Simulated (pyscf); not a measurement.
Optimised with ωB97X-D3(BJ)/def2-SVP in PySCF.

Problem. For the elementary gas-phase step `[NH2][SiH2][NH2]` + `[NH3]` → `[NH2][SiH]` [singlet] + `[NH3]` + `[NH3]` (singlet surface; N–Si, H–Si, H–N broken, H–N, H–N formed), what barrier and reaction energy does ωB97M-D3(BJ)/def2-TZVP give, measured from the separated reactants?

Solution. ΔE‡ = 2.23 eV, ΔE = +2.18 eV. Zero-point energy shifts the barrier by +0.04 eV. It is a multi-bond step, with an imaginary mode of 645i cm⁻¹. On the product side the descent ends in an adduct with a N–Si contact, 1.09 eV under the separated species and 0.97 eV under the saddle at ωB97X-D3(BJ)/def2-TZVP. What is counted as broken (N–Si) persists as a longer contact in the product adduct; parting that adduct is a step of its own. The same reactants have a lower exit, to H₂N–SiH(NH₂)–NH₂ + H₂ (barrier +1.25 eV at ωB97M-D3(BJ)/def2-TZVP, against +2.23 eV here). One saddle was located; it need not be the lowest between these sides.
